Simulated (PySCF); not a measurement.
## NaF: energy against distance

Set-up: Na pcseg-2, F pcseg-2; no relativity (PySCF 2.14). Energies in eV from Na + F in their ground configurations at the same level. State: ¹Σ⁺ (singlet), closed shell.

Curves on a restricted Hartree–Fock reference rise too fast on stretching and do not dissociate correctly.

```csv
R (Å),r²SCAN,RHF
1.668,-4.114,-2.249
1.746,-4.469,-2.598
1.824,-4.661,-2.782
1.882,-4.730,-2.844
1.940,-4.750,-2.857
1.998,-4.734,-2.834
2.076,-4.671,-2.762
2.173,-4.547,-2.628
2.289,-4.359,-2.428
2.444,-4.077,-2.131
```

Task: Put a parabola through the three lowest points of the r²SCAN curve and estimate Re, k and ωe (reduced mass 10.4 u; 1 eV/Å² = 0.16022 mdyn/Å; ωe = 1302.8·√(k/μ) cm⁻¹).

Result: Through R = 1.882, 1.94, 1.998 Å the second-order coefficient is 5.35 eV/Å², so Re ≈ 1.943 Å, k ≈ 1.71 mdyn/Å and ωe ≈ 529 cm⁻¹. A polynomial fit of higher order to the unrounded r²SCAN energies gives Re = 1.941 Å, k = 1.70 mdyn/Å, ωe = 527 cm⁻¹; anharmonicity and rounding make the difference.

The higher-order fit for each curve: r²SCAN: Re = 1.941 Å, ωe = 527 cm⁻¹, De = 4.75 eV; RHF: Re = 1.930 Å, ωe = 541 cm⁻¹, De = 2.86 eV.

Where the molecule has an RHF reference, its open-shell atoms are computed with UHF.
